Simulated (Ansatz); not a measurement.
## 2H MoTe2

Calculation: r²SCAN-D4 (Ansatz, a quantum-chemistry and plane-wave program, PAW).

Numerical settings: plane-wave cutoff 560 eV, 12×12×4 k mesh (along the axes of the cell as run), Fermi–Dirac smearing 0.01 eV, no spin polarisation, scalar-relativistic PAW data made under PBE.

Cell (relaxed at this level):

```cif
data_Mo2Te4
_chemical_formula_sum 'Te4 Mo2'
_space_group_name_H-M_alt 'P63/mmc'
_space_group_IT_number 194
_space_group_name_Hall '-P 6c 2c'
_cell_length_a 3.54636
_cell_length_b 3.54636
_cell_length_c 14.25128
_cell_angle_alpha 90.000
_cell_angle_beta 90.000
_cell_angle_gamma 120.000
loop_
_atom_site_label
_atom_site_type_symbol
_atom_site_symmetry_multiplicity
_atom_site_Wyckoff_symbol
_atom_site_fract_x
_atom_site_fract_y
_atom_site_fract_z
_atom_site_occupancy
Te1 Te 4 f 0.66667 0.33333 0.12425 1
Mo1 Mo 2 c 0.33333 0.66667 0.25000 1
```

```
Property                                       Result
-------------------------------------------  --------
bulk modulus                                 29.8 GPa
band gap                                      0.91 eV
smallest direct gap on the k points sampled   1.08 eV
direct gap at Γ                               2.99 eV
pressure derivative B′ of the bulk modulus       12.4
```

Measured, for comparison: band gap 1.06 ± 0.01 eV (4 K, zero-point motion not removed, indirect, absorption from ellipsometry, single crystal; as tabulated in Gulo et al. (2023), doi:10.1103/physrevmaterials.7.044001).

Note: the bulk modulus comes from volumes at which shape and atoms were relaxed.

Spin–orbit coupling is not included; with these elements it can move the gap by several tenths of an eV or more.

Static lattice: no zero-point or thermal effects.
